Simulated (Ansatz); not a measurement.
The same path of CN + H3N (6 atoms, charge 0, multiplicity 2) was run twice with different band settings. Lost on the way: H1–N2. Made: H1–C3.

Theory: UKS PBE/def2-TZVP (Ansatz 0.2.0).

Relaxed end points:

```xyz
6
Properties=species:S:1:pos:R:3
H 0.573 -1.081 -0.511
N 0.227 -1.029 0.443
C -0.269 1.197 -0.500
N -0.489 2.242 -0.985
H 0.741 -0.384 1.037
H -0.783 -0.945 0.516
```

```xyz
6
Properties=species:S:1:pos:R:3
H -0.075 0.575 -0.398
N 0.169 -1.158 0.753
C -0.212 1.487 -0.982
N -0.358 2.458 -1.598
H 0.967 -1.413 1.362
H -0.490 -1.949 0.864
```

Common settings: movable images 7; climbing image yes; spring 5.0 eV/Å²; optimiser quadratic models (default); start path through a guess of the saddle point; force threshold 0.05 eV/Å; end points relaxed.

| run | iteration limit |
| --- | --- |
| 1 | 60 |
| 2 | 10 |

What does each run give, and how far can it be trusted?

Run 1: converged after 10 iterations, highest image 0.179 eV above the first end. A vibrational analysis at the climbing image gives one clearly imaginary mode, 913i cm⁻¹: a first-order saddle point.
Run 2: converged after 10 iterations, highest image 0.179 eV above the first end. Another band between the same ends (7 images) ends at a top of the same energy, where a vibrational analysis finds 1 clearly imaginary mode.
